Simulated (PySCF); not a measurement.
Molecule (SMILES): FF (F2).
Geometry (B3LYP-D3(BJ)/def2-TZVP, fixed):
```xyz
2

F      0.0000     0.0000    -0.6982
F      0.0000     0.0000     0.6982
```

How fast the lowest singlet excitation energy converges with the basis for several methods (PySCF): deviation from each method's own reference, in eV. References: CAM-B3LYP 4.694 eV, the value in d-aug-cc-pVTZ; PBE 4.556 eV, the value in d-aug-cc-pVTZ; PBE0 4.721 eV, the value in d-aug-cc-pVTZ. All functions are spherical. Density fitting with generated auxiliary sets. No added dispersion term, no relativity. Tamm-Dancoff approximation, the state taken by its order.

```csv
basis,functions,CAM-B3LYP,PBE,PBE0
3-21G,18,0.004,-0.029,-0.019
6-31G**,28,0.040,0.052,0.021
pcseg-1,28,-0.057,-0.037,-0.076
cc-pVDZ,28,-0.028,-0.019,-0.056
pcseg-2,60,0.012,0.019,0.013
def2-TZVPPD,80,-0.010,-0.011,-0.008
cc-pVQZ,110,0.024,0.033,0.022
pcseg-4,202,0.005,0.006,0.005
```

Mean absolute deviation over pcseg-2, def2-TZVPPD: PBE0 0.011, CAM-B3LYP 0.011, PBE 0.015 eV.
